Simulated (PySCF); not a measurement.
methylamine (CH5N), SMILES CN. Atoms are numbered in the order given.

```xyz
7

C     -0.7012    -0.0177     0.0000
N      0.7452     0.1211     0.0000
H     -1.1131     0.4854     0.8777
H     -1.1131     0.4854    -0.8777
H     -1.0753    -1.0520     0.0000
H      1.1463    -0.3301     0.8120
H      1.1463    -0.3301    -0.8120
```

The structure is a stationary point at PBE0-D3(BJ)/def2-TZVP.

Two levels are set side by side: PBE/pcJ-1 (PySCF) and PBE0/pcJ-1 (PySCF). One-bond couplings, all four terms, same geometry. Isotopes: 13C, 14N, 1H. Differences are taken from unrounded values.

```
quantity         PBE0    PBE  PBE minus PBE0
--------------  -----  -----  --------------
¹J(C1,N2) (Hz)    2.9    1.1            -1.8
¹J(C1,H3) (Hz)  130.7  126.7            -4.0
¹J(C1,H4) (Hz)  130.7  126.7            -4.0
¹J(C1,H5) (Hz)  125.4  120.6            -4.8
¹J(N2,H6) (Hz)   44.5   42.4            -2.1
¹J(N2,H7) (Hz)   44.5   42.4            -2.1
```

Rough cost on one machine, each run with all the roots and properties that it gave: PBE0 against PBE within a factor of 2.
